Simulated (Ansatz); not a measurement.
Ansatz (a program for electronic structure) input (PBE0/def2-TZVPD):

Ansatz 0.2 input:
```yaml
crystal:
  periodic: [false, false, false]
  atoms:
    - {symbol: C, position_ang: [0.04971801, 0.58373572, -0.00114401]}
    - {symbol: O, position_ang: [0.07409359, -0.58783396, -0.00094961]}
    - {symbol: H, position_ang: [-0.89105678, 1.20025732, 0.01446098]}
basis:
  gaussian:
    orbitals: def2-TZVPD
hamiltonian:
  xc: {name: PBE0}
total_charge: -1
```

Output:

```
Functional definition: PBE0
integrals: 0.01 GiB planned
409 factors; their error is unknown
mean field: 0.16 GiB planned
mean field evaluation 1: about -3093.6019 eV, gradient 3.0e1 eV
mean field evaluation 2: about -3090.2753 eV, gradient 5.7e1 eV
mean field evaluation 4: about -3095.5291 eV, gradient 1.2e0 eV
mean field evaluation 8: about -3095.5393 eV, gradient 3.0e-2 eV
mean field evaluation 16: about -3095.5393 eV, gradient 8.4e-5 eV
integrals: 0.06 GiB planned
a density is far from that of the atoms, so the factors are made again for it
589 factors; integrals over basis functions are off by at most 1.3e-3 eV
mean field: 0.19 GiB planned
mean field -3095.53933645 eV, -113.7589723825 hartree, gradient 1.6e-5 eV, S^2 0.000000; 0 other end points of the search recorded, 0 dependent functions left out
reference -3095.53935816 eV, -113.7589731803 hartree; 8, 8 occupied and 78, 78 virtual orbitals, 589 factors
Total energy: -3095.53935816 eV, -113.7589731803 hartree
```

This state (charge -1, singlet) is run at the relaxed geometry of the species with charge 0 and multiplicity 2.
